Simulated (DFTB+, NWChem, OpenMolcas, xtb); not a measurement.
## NH (imidogen): the dipole moment, rung by rung

The species is NH (2 atoms), meant as a triplet with charge 0. SMILES: `[NH]`. Geometry: the measured bond length.

| atom | x (Å) | y (Å) | z (Å) |
| --- | --- | --- | --- |
| N | 0.0000 | 0.0000 | 0.0000 |
| H | 0.0000 | 0.0000 | 1.0362 |

Quantity: the dipole moment, in D. The values are calculated.

```
              level                    kind     program  value (D)
              DFTB1          semi-empirical       DFTB+       1.25
           GFN1-xTB          semi-empirical         xtb       2.24
    UHF/aug-cc-pVTZ            Hartree–Fock      NWChem       1.64
USlater/aug-cc-pVTZ                     LDA  OpenMolcas       1.52
   UPBE/aug-cc-pVTZ                     GGA  OpenMolcas       1.48
  UTPSS/aug-cc-pVTZ                meta-GGA      NWChem       1.51
 UB3LYP/aug-cc-pVTZ           global hybrid      NWChem       1.52
U-wB97X/aug-cc-pVTZ  range-separated hybrid      NWChem       1.57
```

The values span 1.25 to 2.24 D.
